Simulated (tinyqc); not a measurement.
Worked calculation: LCCD on RHF in the sto-6g basis, frozen core, for HF, spin multiplicity 1. One step of it, computed by the program tinyqc.

Question. Orthogonalisation. S = U s U^T; symmetric (Loewdin) form X = U s^(-1/2) U^T, so that X^T S X = 1.

overlap S, lower triangle:
```
,1F 1s,1F 2s,1F 2px,1F 2py,1F 2pz,2H 1s
1F 1s,1.000000
1F 2s,0.232479,1.000000
1F 2px,0.000000,0.000000,1.000000
1F 2py,0.000000,0.000000,0.000000,1.000000
1F 2pz,0.000000,0.000000,0.000000,0.000000,1.000000
2H 1s,0.053509,0.467899,0.000000,0.000000,0.356354,1.000000
```

Give: eigenvalues of S; X.

Answer.

eigenvalues of S: 0.3961  0.8495  1.0000  1.0000  1.1187  1.6357

X, lower triangle:
```
,1F 1s,1F 2s,1F 2px,1F 2py,1F 2pz,2H 1s
1F 1s,1.0222
1F 2s,-0.1304,1.1370
1F 2px,0.0000,0.0000,1.0000
1F 2py,0.0000,0.0000,0.0000,1.0000
1F 2pz,-0.0075,0.0866,0.0000,0.0000,1.0647
2H 1s,0.0217,-0.3097,0.0000,0.0000,-0.2322,1.1773
```
